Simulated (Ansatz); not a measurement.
# Which is lower?

Two relaxed structures of Al$_{2}$H$_{4}$O, singlet (PBE0-D4/def2-TZVP; forces vanish, vibrations not checked).

A:

```
7
angstrom
Al -1.4838 0.2991 -0.7262
O -0.2272 0.1268 0.4595
Al 1.7617 -0.5639 0.2826
H -1.1186 -0.1151 -2.1917
H -2.8473 0.8575 -0.1674
H 1.7847 -0.2383 1.9332
H -0.3427 0.3516 1.3871
```

B:

```csv
atom,x (Å),y (Å),z (Å)
Al1,-1.4554,0.3036,-0.7874
O2,-0.0001,-0.0006,-0.0001
Al3,1.4554,-0.3037,0.7874
H4,-1.5687,-0.0320,-2.3297
H5,-2.6554,0.9136,0.0446
H6,1.5680,0.0313,2.3299
H7,2.6561,-0.9122,-0.0447
```

Ansatz 0.2.0; basis: def2-TZVPP; cores frozen in the correlated methods. B3LYP uses VWN-RPA correlation.

Q: Which structure is lower at CCSD(T), and by how much? (Judge from chemistry; the value comes from the calculation.)

A: The calculation gives: B, by 215.6 kJ/mol (electronic energy, against the other). By their contacts, A is Al₂H₄O ([AlH][OH][AlH2]) and B is Al₂H₄O ([AlH2][O][AlH2]).

All methods give the same order:

```
   method  E(B) − E(A) (kJ/mol)
   PBE-D4                -199.8
r2SCAN-D4                -229.8
  PBE0-D4                -208.9
 B3LYP-D4                -216.6
  wB97M-V                -212.6
       HF                -236.2
      MP2                -233.1
     CCSD                -217.1
  CCSD(T)                -215.6
```

The T1 diagnostic stays at or below 0.014. The restricted Hartree–Fock reference is unstable towards an unrestricted one at one or more of these structures.

Labels in which every atom is bracketed show which atoms are joined, not bond orders.

For scale, one of the runs: CCSD(T)/def2-TZVPP, 171 basis functions, launched by `ansatz run in.yaml --threads 2 --pin off --events-out ev --progress --plain --max-ram 4352MiB`. Time: 18 s of wall clock on 2 CPU threads of an Arm Neoverse V1; the host was shared. Peak host memory: 1.3 GiB.
